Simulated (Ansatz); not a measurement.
Results of PBE0 in Ansatz (PAW) for hcp Y.

Run with plane-wave cutoff 460 eV, 9×9×6 k mesh (along the axes of the cell as run), Fermi–Dirac smearing 0.05 eV, scalar-relativistic PAW data made under PBE.

Computed at the level's own relaxed cell.

### Question
Predict the equilibrium lattice constant a and c axis length.

### Answer

- equilibrium lattice constant a: 3.705 Å
- c axis length: 5.651 Å

Measured, for comparison: lattice constant a 3.648 Å, lattice parameter c 5.732 Å (293 K, no zero-point or thermal correction; as tabulated in Wikipedia's data pages). Computed (rounded) less measured: lattice constant a +1.6 %, lattice parameter c -1.4 %. A static lattice is as a rule a little smaller and stiffer than an uncorrected measurement, which narrows the difference in the lattice parameter c and would widen misses of the other sign.

Static lattice: no zero-point or thermal effects.

Ansatz is a first-principles code.
